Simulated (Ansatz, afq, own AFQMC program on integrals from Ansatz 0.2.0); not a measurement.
## AlGeH, triplet: AFQMC among the cluster methods

```xyz
3

Ge    0.0000   -0.0098    0.5343
Al    0.0000   -0.0239   -1.4207
H     0.0000    1.3462   -0.4736
```

Connectivity, by distances: Ge–Al, 1 bridging H.

Basis cc-pVDZ. Noble-gas cores (and the filled d shells of Ga–Kr and In–Xe) are frozen. Integrals, coupled cluster, full CI and functionals: Ansatz 0.2.0; the random walks run on the same integrals in our own AFQMC program. ph-AFQMC/CISD is guided by a CISD state made of CCSD amplitudes; releasing the constraint for a short imaginary time cuts its bias at the price of noise, slowly where states lie close. Error bars are statistical, one sigma. No spin–orbit coupling.

Determinant: UHF, the one that the program's search chose, which needn't be the lowest solution. The geometry is a point of a scan.

No full CI on the walks' own integrals is used here; CCSDT(Q) serves as the reference and is uncertain by about the last step of the cluster series.

Cautions: no relativity below Rb; no spin-orbit coupling; inner d shell frozen; lower spins were not checked.

The T1 diagnostic is 0.0299, the weight of the determinant in the CISD state is 0.871 and the ⟨S²⟩ of the determinant is 2.036. The size of the correlated space is 8 electrons in 31 orbitals.

```csv
level,correlation energy (eV)
MP2,-3.1506
CCSD,-3.9323
CCSD(T),-4.0976
```

Estimate where phaseless AFQMC with the Hartree–Fock trial lies against CCSD(T) on the same integrals.

1.4 ± 4.6 kJ/mol below CCSD(T). The gap is under twice the noise, so this walk alone can't tell the two apart.

Reference: CCSDT(Q), correlation energy -4.142 eV. The released energy is read at 2.40 1/Eh (meV from the phaseless value at times in 1/Eh: 7 ± 9 at 0.24, 2 ± 7 at 0.51, -1 ± 7 at 0.99, 2 ± 7 at 1.62, -12 ± 8 at 2.40).

```json
{"level": "CCSD(T)", "E − E(reference) (kJ/mol)": "4.3", "share of correlation (%)": "98.94"}
{"level": "CCSDT", "E − E(reference) (kJ/mol)": "1.0", "share of correlation (%)": "99.75"}
{"level": "ph-AFQMC/HF", "E − E(reference) (kJ/mol)": "2.8 ± 4.6", "share of correlation (%)": "99.30"}
{"level": "ph-AFQMC/CISD", "E − E(reference) (kJ/mol)": "1.1 ± 0.9", "share of correlation (%)": "99.73"}
{"level": "released AFQMC", "E − E(reference) (kJ/mol)": "0.0 ± 0.8", "share of correlation (%)": "100.01"}
```

A walk keeps the symmetry of its determinant, which the program's search chose and which needn't be the lowest solution, so a lower state of the same spin and another symmetry isn't excluded. Released energies are given only where the last usable release times agree within the noise; a slower fall can still hide under it.
